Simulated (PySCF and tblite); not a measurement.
Values are calculated unless marked as measured or tabulated.
System: C₂H₂N₂, numbered as in [H]/[N:4]=[CH:3]/[C:2]#[N:1].

Motion: planar inversion at N4 (torsion C2–C3–N4–H from -180° to -360°). GFN2-xTB gives an electronic barrier of 20.1 kcal/mol and a reaction energy of -1.4 kcal/mol.

In real samples N–H and O–H hydrogens exchange between molecules, which also interchanges these forms.

What does BHandHLYP/pcSseg-1 + D3(BJ) give on PBE0-D3(BJ)/def2-SVP geometries?

A barrier of 26.9 kcal/mol, 6.8 above the tight-binding barrier (from unrounded values), a reaction energy of -0.4 kcal/mol and, with GFN2-xTB thermal terms, ΔG‡(298 K) = 25.0 kcal/mol and k = 3×10⁻⁶ s⁻¹ (1 equivalent path).

And the level of the geometries itself, PBE0-D3(BJ)/def2-SVP?

25.8 kcal/mol.

Programs: tblite and PySCF.
